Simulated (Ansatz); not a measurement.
# Other spins and charges of PH⁻, doublet at one geometry

Geometry (PBE0/def2-TZVPD stationary point for this spin):

```json
{"atom": "P", "x (Å)": "0.0000", "y (Å)": "0.0000", "z (Å)": "0.0000"}
{"atom": "H", "x (Å)": "0.0000", "y (Å)": "0.0000", "z (Å)": "1.4426"}
```

Basis 6-31++G** (Cartesian d functions); Ansatz 0.2.0. Only valence electrons are correlated (noble-gas cores frozen). Prefix R: restricted or restricted open-shell reference; prefix U: unrestricted. Active spaces: valence = (7e, 5o) chosen from the atoms' valence shells.

Gaps are energies of the second state less the first, at fixed atoms, for a selection of the levels run; each method lands on the state that its own search finds for that charge and spin.

For open shells CISD and CISDTQ are restricted-active-space CI with the open shells as a complete middle space. The highest occupied Kohn–Sham level of the anion is positive, up to +1.77 eV, so in those functionals the extra electron is held by the basis alone, which enters their differences from the reference.

Removing an electron, to the triplet: 0.372 eV at full CI (doublet B2, triplet ion A2, in C2v).

```tsv
level	gap (eV)	error (meV)
RHF	-0.116	-488
UHF	-0.191	-563
RMP2	0.334	-38
UMP2	0.343	-29
CISD	0.263	-109
RCCSD	0.329	-43
UCCSD	0.328	-44
RCCSD(T)	0.364	-8
UCCSD(T)	0.363	-9
BCCD(T)	0.364	-8
RCCSDT	0.370	-2
UCCSDT	0.369	-3
CISDTQ	0.367	-5
RCCSDT(Q)	0.372	0
UCCSDT(Q)	0.372	0
CASSCF (valence space)	-0.214	-586
NEVPT2 (valence space)	0.121	-251
MRCISD (valence space)	0.265	-107
MRCISD+Q (valence space)	0.333	-39
PBE	1.011	639
r2SCAN	0.939	567
PBE0	0.925	553
B3LYP	1.061	689
wB97M-V	0.995	623
B2PLYP	0.764	392
RPA-PBE	0.538	166
```

Wrong sign: RHF, UHF, CASSCF (valence space).

In so small a basis the reference is far from its limit while semilocal and hybrid functionals are nearer theirs (RPA and double hybrids share part of the reference's basis error), so the functionals' errors here hold much of the reference's basis and frozen-core error, which can add to them or hide them.

Full CI is exact within this basis and frozen core; it isn't the basis-set limit. The frozen core follows each run's orbitals, which can shift R against U totals by a few meV.
